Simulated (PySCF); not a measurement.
Series: cyclo[n]carbon rings. Gas-phase values, no solvent. Each species was relaxed from one start; no search for lower structures was made at this level. Strings in code marks are SMILES.

Computed with PySCF with PBE0-D3(BJ)/def2-SVP // CAM-B3LYP-D3(BJ)/def2-SVP. All candidates: neutral, multiplicity 1. 

- dipole moment = 0.02 D
- LUMO = -3.59 eV
- HOMO = -6.84 eV

Say which member has these values.
A. cyclo[28]carbon `C1#CC#CC#CC#CC#CC#CC#CC#CC#CC#CC#CC#CC#CC#C1`
B. cyclo[20]carbon `C1#CC#CC#CC#CC#CC#CC#CC#CC#CC#C1`
C. cyclo[26]carbon `c1c#cc#cc#cc#cc#cc#cc#cc#cc#cc#cc#cc#cc#1`
D. cyclo[12]carbon `C1#CC#CC#CC#CC#CC#C1`

C, cyclo[26]carbon `c1c#cc#cc#cc#cc#cc#cc#cc#cc#cc#cc#cc#cc#1`. The others give cyclo[20]carbon `C1#CC#CC#CC#CC#CC#CC#CC#CC#CC#C1`: 0.00 D, -3.86 eV, -6.50 eV; cyclo[28]carbon `C1#CC#CC#CC#CC#CC#CC#CC#CC#CC#CC#CC#CC#CC#C1`: 0.01 D, -3.97 eV, -6.52 eV; cyclo[12]carbon `C1#CC#CC#CC#CC#CC#C1`: 0.00 D, -3.78 eV, -6.61 eV
